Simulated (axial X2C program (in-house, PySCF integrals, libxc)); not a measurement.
**Potential curves of PF, 2c**

Calculated with an axial X2C code built on PySCF integrals. Two-component (2c) means X2C with spin–orbit coupling and atomic mean-field two-electron Coulomb and Gaunt terms. Basis: P dyall-v3z [8s7p2d1f], F dyall-av3z [7s6p3d2f] (cores contracted in-house); Gaussian nuclei, density fitting, unrestricted open shells. Masses: P 30.974 u, F 18.998 u.

State: Ω = 1 (⟨Sz⟩ = 1.00, ⟨Lz⟩ = 0.00 at PBE). Energies in eV from the fragments at the same level (P + F). Fits are polynomials in 1 − R0/R over 0.85 to 1.23 times the lowest point R0.

```json
{"R (Å)": "1.4016", "PBE": "-3.8588"}
{"R (Å)": "1.4660", "PBE": "-4.4878"}
{"R (Å)": "1.5143", "PBE": "-4.7700"}
{"R (Å)": "1.5627", "PBE": "-4.9309"}
{"R (Å)": "1.6110", "PBE": "-4.9981"}
{"R (Å)": "1.6674", "PBE": "-4.9871"}
{"R (Å)": "1.7238", "PBE": "-4.9047"}
{"R (Å)": "1.7963", "PBE": "-4.7253"}
{"R (Å)": "1.8849", "PBE": "-4.4339"}
{"R (Å)": "2.0137", "PBE": "-3.9389"}
```

The state is a single determinant with fixed occupations, the lowest that a limited PBE0 search found. Dissociation energies refer to the lowest single-determinant-based atoms at the same level and basis. Density functionals use the spin component along the axis (collinear). The 2c atoms are single determinants rather than J levels; their spin–orbit lowering is only partly caught, and De is too large by that part. This holds for PBE. Without a current term, density functionals place determinants with orbital angular momentum somewhat too high. With several unpaired electrons one determinant need not be a pure state. Open-shell Ω = 0 determinants with evenly filled partner blocks cannot be reached by this program, so the Ω shown need not be the lowest component. This is the Ω = 1 component of a π² triplet; the 0⁺ component is not one determinant and can lie lowest.

Task: Fit the PBE curve near its minimum: give the equilibrium distance, the harmonic wavenumber and the well depth.

Result: At PBE, 2c: Re = 1.631 Å, ωe ≈ 794 cm⁻¹, De = 5.00 eV to P + F; Be follows as 0.538 cm⁻¹.
